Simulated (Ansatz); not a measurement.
Input for Ansatz (development build ahead of 0.2.0):

```yaml
crystal:
  periodic: [false, false, false]
  atoms:
    - { symbol: "N", position_ang: [0.0, 0.0, -0.54097] }
    - { symbol: O, position_ang: [0.0, 0.0, 0.54097] }
basis:
  gaussian: { orbitals: "6-31G" }
magnetization:
  initial_magnetization: 1
hamiltonian:
  xc: hf
correlation:
  method: ccsd_t
  frozen_orbitals: { "N": 1, O: 1 }
```

The input is written out in the form of the current development build from the run's settings. Correlation on restricted open-shell orbitals is semicanonical, with singles.

Results

| Property | Result |
| --- | --- |
| Converged | yes |
| Reference energy | -129.15854 hartree |
| Correlation energy | -0.22235 hartree |
| Total energy | -129.38090 hartree |
